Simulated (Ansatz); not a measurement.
Total energies of C2HClS (`S=C=CCl`).

Cartesian coordinates in Å:
```
S -1.550 -1.595 -0.655
C -0.566 -0.501 -0.179
C 0.262 0.427 0.227
Cl 1.899 0.459 -0.298
H -0.045 1.210 0.906
```

The species carries charge 0 and has multiplicity 1. The structure was optimised at the PBE0-D4/def2-TZVP level. Basis def2-TZVPP, the Gaussian-basis code of Ansatz.

RPA on PBE orbitals: Hartree–Fock energy of these orbitals -933.28768 Eh, correlation -1.07079 Eh (frozen core).

```json
{"functional": "revPBE", "energy without D4 (Eh)": "-935.03220", "D4 term (kJ/mol)": "-35.9"}
{"functional": "HSE06 (plane-wave form)", "energy without D4 (Eh)": "-934.79731", "D4 term (kJ/mol)": "-9.4"}
```

(1) Give the same for LDA (SPW92), PBE, BLYP, r2SCAN, B97M-V, PBE0, B3LYP, r2SCANh, r2SCAN0, BHLYP, CAM-B3LYP, LC-ωPBE, ωB97X-V, ωB97M-V, B2PLYP, PBE-QIDH. (An estimate is asked.)

B3LYP takes the VWN-RPA correlation (the form of Gaussian; ORCA's B3LYP/G). HSE06 is the plane-wave form, built on full-range PBE exchange. The double hybrids freeze the cores in their second-order part.

Results:

(1) Computed: 
| functional | energy without D4 (Eh) | D4 term (kJ/mol) |
| --- | --- | --- |
| LDA (SPW92) | -931.64586 | – |
| PBE | -934.75198 | -11.9 |
| BLYP | -935.17988 | -26.5 |
| r2SCAN | -935.09899 | -2.8 |
| B97M-V | -934.98391 | – |
| PBE0 | -934.81611 | -10.1 |
| B3LYP | -935.23421 | -19.5 |
| r2SCANh | -935.08905 | -3.0 |
| r2SCAN0 | -935.07512 | -3.3 |
| BHLYP | -935.14479 | -15.1 |
| CAM-B3LYP | -935.17766 | -10.3 |
| LC-ωPBE | -934.88772 | – |
| ωB97X-V | -935.04097 | – |
| ωB97M-V | -935.12881 | – |
| B2PLYP | -934.87938 | – |
| PBE-QIDH | -934.62759 | – |

LC-ωPBE has ω = 0.4 bohr⁻¹.
